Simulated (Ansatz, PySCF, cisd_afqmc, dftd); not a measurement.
Reaction: CHN (formonitrile, SMILES C#N) → CHN (SMILES [C-]#[NH+])
Each species at its own B3LYP-D3(BJ)/def2-TZVP minimum (Ansatz, a quantum-chemistry and plane-wave program).

Property: isomerisation energy (enthalpy at 298 K, ideal-gas terms from PySCF's Hessians at B3LYP-D3(BJ)/def2-TZVP), in kcal/mol. UHF or UKS for unpaired electrons; spin-orbit terms are left out. Cores are frozen in correlated methods. Rows without X2C or -DK are non-relativistic. The Monte Carlo rows (phaseless AFQMC, CISD trial, step 0.005/hartree) carry one-sigma bars that omit the constraint's bias. Outlying blocks are dropped, and bars are widened where a walk drifts. Over all cases where full CI ran beside it in this data, AFQMC minus full CI had a median of +0.1 mEh and passed +0.4 mEh in a tenth of the cases. CBS(X,Y): correlation extrapolated as X^-3, Hartree-Fock from the larger set (Q,5: extrapolated as (X+1)exp(-9√X)). A bracket is a step between two methods taken in the basis named. Functionals run without relativity, which enters their misses. 'core' is core correlation in cc-pwCVTZ, 'X2C' scalar relativity in cc-pVTZ-DK, both at CCSD(T).

From measured enthalpies of formation at 298 K: 15.0 kcal/mol (Active Thermochemical Tables 1.112 (ions: stationary electron), as tabulated in the package chemicals). The calculations leave out spin-orbit terms.

```csv
level,program,isomerisation energy (kcal/mol),error against that value
r2SCAN-D3(BJ)/def2-TZVPD,Ansatz + dftd3,14.3,-0.7
B3LYP-D3(BJ)/def2-TZVPD,Ansatz + dftd3,13.8,-1.2
"MP2/CBS(cc-pVTZ,cc-pVQZ)",Ansatz,17.2,2.2
CCSD/cc-pVQZ,Ansatz,14.1,-0.9
"CCSD/CBS(cc-pVTZ,cc-pVQZ)",Ansatz,14.2,-0.8
CCSD(T)/cc-pVTZ,Ansatz,14.5,-0.5
"CCSD(T)/CBS(cc-pVQZ,cc-pV5Z) + core + X2C",Ansatz,14.8,-0.2
CCSDT(Q)/cc-pVQZ,Ansatz,14.6,-0.4
"CCSD(T)/CBS(cc-pVQZ,cc-pV5Z) + [AFQMC/CISD - CCSD(T)]/cc-pVTZ + core + X2C",Ansatz + cisd_afqmc,15.0 ± 0.3,0.0
"CCSD(T)/CBS(cc-pVQZ,cc-pV5Z) + [CCSDT(Q) - CCSD(T)]/cc-pVQZ + [CCSDTQ - CCSDT(Q)]/cc-pVDZ + core + X2C",Ansatz,14.9,-0.1
```
